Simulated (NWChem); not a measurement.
Molecule: dimethyl sulfide (C2H6S); SMILES CSC

```xyz
9

C     -1.3791     0.0000    -0.5069
S      0.0000     0.0000     0.6547
C      1.3791     0.0000    -0.5069
H     -1.3742    -0.8990    -1.1429
H     -2.3023     0.0000     0.0896
H     -1.3742     0.8990    -1.1429
H      1.3742    -0.8990    -1.1429
H      2.3023     0.0000     0.0896
H      1.3742     0.8990    -1.1429
```
Atoms are numbered in this order, from 1.

All runs use the structure optimised with PBE0/def2-SVP.

Symmetry labels are those of C2v in the frame above (b1 and b2, or b-type labels, depend on it). States above −ε(HOMO) = 7.4 eV lie in this functional's continuum and hang on the basis.

**Question.** List the 6 lowest vertical singlet excitations from BHandHLYP/def2-SVPD, full TDDFT (NWChem).

**Answer.** 
| state | energy (eV) | oscillator strength | symmetry | leading excitation (squared amplitude) |
|---|---|---|---|---|
| S1 | 5.62 | 0.000 | a2 | HOMO → LUMO+1 (0.81) |
| S2 | 6.16 | 0.015 | b2 | HOMO → LUMO (0.87) |
| S3 | 6.59 | 0.021 | b2 | HOMO → LUMO+2 (0.83) |
| S4 | 7.17 | 0.059 | a1 | HOMO → LUMO+3 (0.99) |
| S5 | 7.53 | 0.002 | b2 | HOMO → LUMO+4 (0.88) |
| S6 | 7.70 | 0.000 | a2 | HOMO → LUMO+6 (0.50) |
